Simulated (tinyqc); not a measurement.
Inside a calculation. Method: extended Hueckel theory, for H3O+. The parameters take no account of the charge, which enters only through the electron count. One step of it, computed by the program tinyqc.

Task: Wolfsberg-Helmholz matrix. H_ij = K' S_ij (H_ii + H_jj)/2 for i != j (the diagonal keeps H_ii), with K' = K + D^2 + D^4 (1 - K), D = (H_ii - H_jj)/(H_ii + H_jj), K = 2.

overlap S, order 1O 2s, 1O 2px, 1O 2py, 1O 2pz, 2H 1s, 3H 1s, 4H 1s:
```
[[1.000000, 0.000000, 0.000000, 0.000000, 0.464184, 0.464446, 0.464446],
 [0.000000, 1.000000, 0.000000, 0.000000, 0.394553, -0.197432, -0.197432],
 [0.000000, 0.000000, 1.000000, 0.000000, 0.000000, 0.341774, -0.341774],
 [0.000000, 0.000000, 0.000000, 1.000000, -0.016578, -0.016591, -0.016591],
 [0.464184, 0.394553, 0.000000, -0.016578, 1.000000, 0.183216, 0.183216],
 [0.464446, -0.197432, 0.341774, -0.016591, 0.183216, 1.000000, 0.183415],
 [0.464446, -0.197432, -0.341774, -0.016591, 0.183216, 0.183415, 1.000000]]
```

diagonal H_ii (eV): [-32.300000, -14.800000, -14.800000, -14.800000, -13.600000, -13.600000, -13.600000]

K = 2.000000

Give: H.

Result:

H (eV), order 1O 2s, 1O 2px, 1O 2py, 1O 2pz, 2H 1s, 3H 1s, 4H 1s:
```
[[-32.3000, 0.0000, 0.0000, 0.0000, -22.7807, -22.7936, -22.7936],
 [0.0000, -14.8000, 0.0000, 0.0000, -11.2153, 5.6121, 5.6121],
 [0.0000, 0.0000, -14.8000, 0.0000, 0.0000, -9.7150, 9.7150],
 [0.0000, 0.0000, 0.0000, -14.8000, 0.4712, 0.4716, 0.4716],
 [-22.7807, -11.2153, 0.0000, 0.4712, -13.6000, -4.9835, -4.9835],
 [-22.7936, 5.6121, -9.7150, 0.4716, -4.9835, -13.6000, -4.9889],
 [-22.7936, 5.6121, 9.7150, 0.4716, -4.9835, -4.9889, -13.6000]]
```
